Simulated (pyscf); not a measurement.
A first-order saddle from PySCF, ωB97X-D3(BJ)/def2-SVP:

```
Si
H 1 1.5079
H 1 1.5932 2 100.82
P 3 1.7135 1 101.86 2 -54.99
H 4 1.4236 3 82.43 1 121.01
H 4 1.4264 5 94.17 3 -75.65
P 1 2.2949 2 103.82 3 -113.01
H 7 1.4260 1 94.32 2 131.58
H 7 1.4270 8 92.70 1 -95.17
```
Charge 0, spin multiplicity 1.

Surface: singlet, charge 0. Lowest wavenumbers (cm⁻¹): 593i, 112, 132, 175, 359.

### Question
Which two sides does it connect, and which bonds change?

### Answer
:HSi–PH₂ [singlet] + PH₃ ⇌ H₂P–SiH₂–PH₂, an insertion read from left to right: H–P broken and P–Si, H–Si formed. At CCSD(T)/def2-TZVPP + ΔMP2(QZVPP) it lies +3.0 kcal/mol from the left side and +54.7 kcal/mol from the right (each side as separated species at their lowest minima found). On the reactant side the descent ends in a complex, 4.5 kcal/mol under the separated species and 5.8 kcal/mol under the saddle at ωB97X-D3(BJ)/def2-TZVP. :HSi–PH₂ [singlet] lies 11.4 kcal/mol over its isomer H₂Si=PH, and others may lie lower still (electronic energy, ωB97M-D3(BJ)). One saddle was located; it need not be the lowest between these sides. The CCSD(T) − MP2 part came from Ansatz, without density fitting, on the same reference.
